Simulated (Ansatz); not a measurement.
# Al2 (triplet): from Hartree-Fock to the top rungs at distance Al1–Al2 = 8.404 Å, cc-pVTZ

Aim: climb from Hartree-Fock through coupled cluster and multireference methods for Al2 (triplet) at one geometry and basis, and see what each rung misses.

Program: Ansatz 0.2.0, Gaussian basis. Level of theory: cc-pVTZ, core rule «outside noble gas», up to 10 orbitals frozen. These are calculated values, not measurements.

To be run: UHF; CCSD(T) on ROHF; CCSD(T) on UHF; BCCD(T) on ROHF; CISD; CCSDT(Q) on ROHF; CCSDT(Q) on UHF; CASSCF and MRCISD+Q, 4 electrons in 4 orbitals; CASSCF and NEVPT2, 4 electrons in 4 orbitals; CASSCF and MRCISD+Q, 6 electrons in 8 orbitals; CASSCF and NEVPT2, 6 electrons in 8 orbitals; Full CI.

## Step 1: The system

The geometry derives from a PBE0/def2-TZVP stationary point (not a proven minimum). One bond is set to the value named and the two fragments are kept rigid.

2 atoms, charge 0, spin multiplicity 3.

Atoms are counted from 1 here; the program's logs count them from 0.

No contacts short enough for the rule that draws bonds.

## Step 2: UHF

The input, in.yaml:

```yaml
crystal:
  periodic: [false, false, false]
  atoms:
    - {symbol: Al, position_ang: [0.000000, 0.000000, 0.000000]}
    - {symbol: Al, position_ang: [0.000000, 0.000000, 8.404000]}
basis:
  gaussian: {orbitals: cc-pVTZ}
magnetization: {spin_polarized: true, initial_magnetization: 2}
hamiltonian: {xc: hf}
output: {orbitals: {seedname: orbitals}}
```

On the command line:

```
$ ansatz run in.yaml --threads 1 --pin off --events-out ev --progress --plain --max-ram 4096MiB --backend cpu
```

After this run come: CCSD(T) on ROHF; CCSD(T) on UHF; BCCD(T) on ROHF; CISD; CCSDT(Q) on ROHF; CCSDT(Q) on UHF; CASSCF and MRCISD+Q, 4 electrons in 4 orbitals; CASSCF and NEVPT2, 4 electrons in 4 orbitals; CASSCF and MRCISD+Q, 6 electrons in 8 orbitals; CASSCF and NEVPT2, 6 electrons in 8 orbitals; Full CI.

Before running them: what should the planned runs give, taken together? Wanted: FCI from the RHF energy; RMP2 from FCI; UMP2 from FCI; RCCSD from FCI; RCCSD(T) from FCI; UCCSD(T) from FCI; RCCSDT(Q) from FCI; UCCSDT(Q) from FCI; T1 diagnostic.

The runs gave:

| quantity | value |
| --- | --- |
| FCI from the ROHF energy | -3.0756 eV |
| RMP2 from FCI | +899.1 meV |
| UMP2 from FCI | +911.0 meV |
| RCCSD from FCI | +97.6 meV |
| RCCSD(T) from FCI | +25.2 meV |
| UCCSD(T) from FCI | +23.6 meV |
| RCCSDT(Q) from FCI | -1.3 meV |
| UCCSDT(Q) from FCI | -2.1 meV |
| levels within 1 kcal/mol (43 meV) | RCCSD(T), UCCSD(T), BCCD(T), RCCSDT, UCCSDT, RCCSDT(Q), UCCSDT(Q) |
| T1 diagnostic | 0.029 |
| effectively unpaired electrons | 2.42 |

What this shows: RCCSD(T) lands +25.2 meV from the yardstick (0.8 % of the correlation energy). UCCSDT, UCCSDT(Q) fall below full CI: unrestricted runs freeze a spin-polarised core, another one than full CI's, and coupled cluster isn't variational. The occupations show some static correlation. These misses are within one basis, not against nature; the frozen cores of restricted and unrestricted runs differ, which can shift their rows.

Levels on UHF freeze UHF's core orbitals, full CI those of ROHF, so the U rows can settle a little off it for that reason alone.

With open shells the CI space here admits some triples and quadruples, so it is larger than plain CISD.
